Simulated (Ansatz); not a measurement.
Two structures of SiH5O2, doublet, reached by relaxing down either side of one saddle point (PBE0-D4/def2-TZVP). Energies are electronic, without zero-point energy. Computed with Ansatz 0.2.0 (basis: def2-TZVPP and def2-QZVPP); correlated methods freeze the cores; orbitals are unrestricted. Extrapolation: Hartree–Fock as exp(−7.88 √X), correlation as X^−2.97. First:

H1  (-0.423, -0.772, -0.229)
O2  (0.201, -0.219, -0.715)
Si3  (0.774, 1.135, 0.012)
O4  (-1.663, -2.073, 0.470)
H5  (-0.317, 2.089, 0.359)
H6  (1.518, 0.826, 1.266)
H7  (1.695, 1.777, -0.957)
H8  (-1.785, -2.763, -0.207)
(Å)

Second:

H1  (-1.702, -1.057, -0.450)
O2  (0.496, -0.233, -1.215)
Si3  (0.663, 0.830, 0.048)
O4  (-1.182, -1.174, 0.352)
H5  (-0.545, 1.648, 0.318)
H6  (1.179, 0.214, 1.295)
H7  (1.726, 1.719, -0.523)
H8  (-0.635, -1.946, 0.176)
(Å)

(1) Which bonds change from the first to the second?

(2) Give the saddle point's structure and its height above each. (Judge from chemistry; the value comes from the calculation.)

The T1 diagnostic stays at or below 0.031. ⟨S²⟩ of the unrestricted Hartree–Fock references: 0.76 to 0.79 (a pure state has 0.75).

Results:

(1) SiH₄O ([OH][SiH3]) + OH → SiH₃O ([O][SiH3]) + H₂O; bonds formed: H1–O4; bonds broken: H1–O2.

(2) The calculation gives: 53.3 kJ/mol above the first and 52.8 kJ/mol above the second (CCSD(T) at an estimated basis limit (MP2 extrapolated from triple and quadruple zeta, plus CCSD(T) − MP2 in triple zeta)).
```xyz
8
angstrom
H -0.8598 -0.8172 -0.6766
O 0.1161 -0.2989 -0.9476
Si 0.6505 0.8953 0.0742
O -1.4627 -1.3659 0.1822
H -0.4498 1.7872 0.5166
H 1.3408 0.3256 1.2600
H 1.6278 1.6528 -0.7519
H -0.9629 -2.1789 0.3431
```

Radical steps of this kind take place in plasma deposition and etching.

Labels in which every atom is bracketed show which atoms are joined, not bond orders.

For scale, one of the runs: CCSD(T)/def2-TZVPP, 174 basis functions (an equivalent command: `ansatz run in.yaml --threads 4`). Hardware: 4 CPU threads, shared host. Wall time 98 s; peak host memory 3.9 GiB.
